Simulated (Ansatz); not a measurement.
A nudged elastic band was laid between two geometries of H3P + H4OSi (10 atoms, charge 0, multiplicity 1).

Method: RKS LDA/6-31G* (Ansatz 0.2.0).

```
movable images  : 5
climbing image  : yes
spring          : 5.0 eV/Å²
optimiser       : quadratic models (default)
start path      : through a guess of the saddle point
force threshold : 0.05 eV/Å
iteration limit : 60
end points      : relaxed
```

Initial state:

```xyz
10
Properties=species:S:1:pos:R:3
Si -0.212 0.206 0.028
O -0.066 0.222 1.686
H -0.901 0.182 2.192
H 1.183 0.307 -0.500
H -1.022 1.373 -0.471
H -0.858 -1.050 -0.496
P 1.753 -2.848 1.301
H 0.663 -3.156 0.412
H 2.416 -2.062 0.294
H 1.066 -1.687 1.816
```

Final state:

```xyz
10
Properties=species:S:1:pos:R:3
Si 0.351 -0.257 -0.383
O -0.587 -0.321 2.211
H -0.976 -1.178 2.480
H 0.918 -0.223 -1.782
H 0.470 1.130 0.165
H -1.081 -0.676 -0.497
P 1.566 -1.700 0.869
H 0.638 -2.785 0.707
H 2.436 -2.192 -0.166
H 0.288 -0.309 2.658
```

Task: What changes between the two ends?

Result: Bonds broken: Si1–O2, P7–H10. Bonds formed: Si1–P7, O2–H10. H3P + H4OSi becomes H2O + H5PSi.

Task: What energy profile does the band end with?

Result: It converged. The highest image is number 2 of 0 to 6, 143.5 kJ/mol above the first end and 105.4 kJ/mol above the last; the last end lies 38.1 kJ/mol above the first. Neighbouring images differ by up to 1.3 eV, so the band resolves the path poorly. A vibrational analysis at the climbing image gives one clearly imaginary mode, 457i cm⁻¹: a first-order saddle point. The orbitals stay closed-shell, which can raise the energy where a bond breaks towards radicals; this wasn't checked here.

```
image  path coordinate (Å)  energy (kJ/mol)  Si1–O2 (Å)  P7–H10 (Å)  Si1–P7 (Å)
    0                 0.00              0.0        1.67        1.44        3.85
    1                 0.94             18.5        1.68        1.47        3.41
    2                 1.89            143.5        1.84        1.88        2.78
    3                 3.00             90.8        2.39        2.23        2.33
    4                 4.12             47.2        2.82        2.40        2.27
    5                 5.24             40.1        2.83        2.45        2.27
    6                 6.36             38.1        2.76        2.60        2.26
```

Task: What is the geometry of the highest image?

Result: 
```xyz
10
Properties=species:S:1:pos:R:3
Si 0.011 -0.253 0.007
O 0.099 -0.034 1.837
H -0.681 0.350 2.316
H 1.184 0.031 -0.879
H -0.763 1.057 -0.041
H -0.984 -1.231 -0.541
P 1.351 -2.423 1.108
H 0.825 -3.041 -0.067
H 2.540 -1.911 0.501
H 0.439 -1.056 2.023
```

Time of the run: 2.1 min on 1 thread of Arm Neoverse V1, with other jobs on the host, peak memory 0.12 GiB.
